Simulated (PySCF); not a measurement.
# Structure elucidation problem

The spectra below were simulated for a compound C5H9N.

¹H NMR (400 MHz, computed): δ 1.27 (s, 9H).

¹³C{¹H} NMR (computed): δ 131.1 (C), 31.0 (CH3, 3C), 30.8 (C).

[PySCF: GIAO B97-2/pcSseg-2 shieldings; structure optimised with PBE0-D3(BJ)/def2-TZVP; one conformer; non-relativistic; one averaged value for each set of equivalent atoms; no solvent]

δ = σ(ref) − σ, references computed at the same level: TMS for ¹H (σ = 31.64 ppm), ¹³C (σ = 185.38 ppm).

Deduce the structure.

Answers


- The formula gives 2 degrees of unsaturation (no ring in the answer).
- 3 carbon signals for 5 carbons: some carbons are equivalent by symmetry or fast rotation.
- Carbon types of the structure: 2 × C, 3 × CH3, which accounts for all hydrogens.
- δC 131.1: nitrile carbon; this is the usual window of a C≡N carbon, which has no attached hydrogen.
- δC 31.0: methyl carbon; a saturated carbon with 1 carbon neighbour and no heteroatom attached.
- δC 30.8: quaternary sp3 carbon α to a nitrile; saturated and bonded to C and H only.
- δH 1.27: hydrogen on a methyl carbon.

Structure: SMILES CC(C)(C)C#N.

This is the structure that produced the data.

Shifts are as computed. Against solution values, carbons near 30 ppm lie about +3 ppm off and those near 130 ppm about +7 ppm. Of 1211 compounds with measured shifts, 218 miss one by over three times the rms of a fit or turn the order of signals round; such compounds aren't used in these exercises.
